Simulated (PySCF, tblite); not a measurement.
# C₃H₉FO, a complex of two parts: NMR shifts, interaction energy, spin-spin couplings and core binding energies

Aim: the NMR shifts, interaction energy, spin-spin couplings and core binding energies of `CF` with `COC`.

Programs: tblite 0.8.0 and PySCF 2.14.0. All values are calculated, for the isolated system unless a continuum is named. Atoms count from 0, parts from 1.

### Step 1. The system as given

14 atoms, charge 0, multiplicity 1; geometry: rigid parts in contact. Parts: 1 = atoms 0–4, `CF`, charge 0; 2 = atoms 5–13, `COC`, charge 0.

### Step 2. Search for minima with GFN2-xTB

The job: settings as JSON, then the geometry in Å.

```
{"job": {"kind": "dock", "xc": "GFN2-xTB", "basis": "xTB"}, "charge": 0, "multiplicity": 1, "parts": [{"atoms": "0-4", "charge": 0, "multiplicity": 1}, {"atoms": "5-13", "charge": 0, "multiplicity": 1}]}
C     -0.069060     0.006918     0.007897
F      1.279469    -0.128298    -0.146648
H     -0.303786    -0.129112     1.064249
H     -0.349213     1.006605    -0.326074
H     -0.557409    -0.756112    -0.599424
C     -0.946861    -3.249810    -0.941734
O     -1.792295    -2.163063    -1.214478
C     -2.391665    -2.243145    -2.481177
H     -1.494846    -4.200305    -0.976393
H     -0.117147    -3.298192    -1.658876
H     -0.551704    -3.095518     0.060155
H     -1.637457    -2.272870    -3.278114
H     -3.026147    -3.134989    -2.566364
H     -3.003063    -1.350532    -2.595327
```

Level: GFN2-xTB search for minima from random contacts, gas phase.

The run is started by

```console
OMP_NUM_THREADS=1 python cluster_run.py task.json out
```

One launch serves the whole session: the jobs run in the order shown.

**Question.** The jobs that follow are: PBE0-D3(BJ)/def2-SVPD geometry optimisation, gas phase; GIAO PBE0/pcSseg-1 NMR shielding, non-relativistic, gas phase; wB97M-D3(BJ)/def2-SVPD interaction energy, counterpoise and uncorrected, gas phase; PBE0-D3(BJ)/def2-SVPD interaction energy, counterpoise and uncorrected, gas phase; B3LYP/pcJ-1 indirect spin-spin coupling, non-relativistic, gas phase; delta-SCF UKS SCAN, pcX-2 on the ionised atom, pcseg-1 elsewhere, spin-free X2C. Predict: binding energy (GFN2-xTB); point group; rotational constants (main isotopes); shieldings of C, H (PBE0/pcSseg-1); largest proton shift on binding; interaction energy, counterpoise (wB97M-D3(BJ)/def2-SVPD); superposition error; binding energy (with deformation); largest coupling of the table (B3LYP/pcJ-1); C1s binding energies, SCAN/pcX-2 (standing for 1 of 3 atoms); F1s binding energies, SCAN/pcX-2; O1s binding energies, SCAN/pcX-2.

**Answer**, as computed:

| quantity | value |
| --- | --- |
| binding energy (GFN2-xTB) | -2.45 kcal/mol |
| point group | C1 |
| rotational constants (main isotopes) | 7.79, 1.49, 1.36 GHz |
| shieldings of C, H (PBE0/pcSseg-1) | C0 111.8, C5 123.9, C7 123.9, H4 26.2, H3 27.2, H2 27.2, H10 27.5, H13 27.6 ppm and more |
| largest proton shift on binding | H4, +0.71 ppm |
| interaction energy, counterpoise (wB97M-D3(BJ)/def2-SVPD) | -2.03 kcal/mol |
| superposition error | 0.84 kcal/mol |
| binding energy (with deformation) | -2.08 kcal/mol |
| largest coupling of the table (B3LYP/pcJ-1) | 1J(C,F) C0–F1, -223.1 Hz |
| C1s binding energies, SCAN/pcX-2 (standing for 1 of 3 atoms) | C0 292.91 eV |
| F1s binding energies, SCAN/pcX-2 | F1 692.32 eV |
| O1s binding energies, SCAN/pcX-2 | O6 538.64 eV |
| range of the interaction energy over the runs of this table | -2.17 to -2.03 kcal/mol |

In words: At its xTB geometry the search ends with the contact H4···O6 (weak hydrogen bond, 2.29 Å); 6 starts can't prove it the lowest minimum. A later relaxation moves these distances. Over 3 steps the energy fell by 0.090 eV; of the close pairs, C0–F1 changed most, 1.340 to 1.382 Å. At PBE0/pcSseg-1: Shielding is most anisotropic at C0 (span 105 ppm, paramagnetic term -135 ppm). On binding (GIAO PBE0/pcSseg-1 NMR shielding, non-relativistic, gas phase), H4 moves most among the protons, 0.71 ppm downfield. The attractive terms split as electrostatic 51 %, orbital 31 %, dispersion 18 %, against 2.73 kcal/mol of Pauli repulsion. The terms sum to the uncorrected energy, so the orbital term holds the superposition error. The superposition error is 41 % of the corrected value, so this basis is small for the task. A part with a negative deformation was relaxed at another level. Of the pairs tabulated at B3LYP/pcJ-1, C0–F1 couples most strongly (-223.1 Hz; Fermi contact -282.5 Hz). Binding moves the C1s level of C0 by -0.62 eV. The interaction energy runs from -2.17 (PBE0-D3(BJ)/def2-SVPD) to -2.03 kcal/mol (wB97M-D3(BJ)/def2-SVPD).
